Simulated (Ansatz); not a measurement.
`Cl[B]Cl` radical, relaxed with UKS PBE0-D4/def2-TZVP in the Gaussian-basis code of Ansatz from a PBE-D4/def2-SVP geometry. The force threshold is 0.005 eV/Å; the program also tests the step.

Charge 0, multiplicity 2.

Start:

```xyz
3

Cl   -0.542    1.175    0.876
B     0.107   -0.361    0.385
Cl    0.435   -0.814   -1.261
```

(1) By how much does the energy fall, and how many steps does the optimiser take? (Estimate.)

(2) Which bonds change most? (Best estimate.)

(3) Give the relaxed structure. (An estimate is asked.)

Answers

(1) The calculation gave: 0.01 eV, in 3 steps, 1 of them rejected.

(2) The calculation gave: B2–Cl3 from 1.738 to 1.720 Å; Cl1–B2 from 1.738 to 1.720 Å.

(3) Computed: 
```xyz
3

Cl   -0.537    1.163    0.873
B     0.105   -0.352    0.376
Cl    0.432   -0.811   -1.249
```
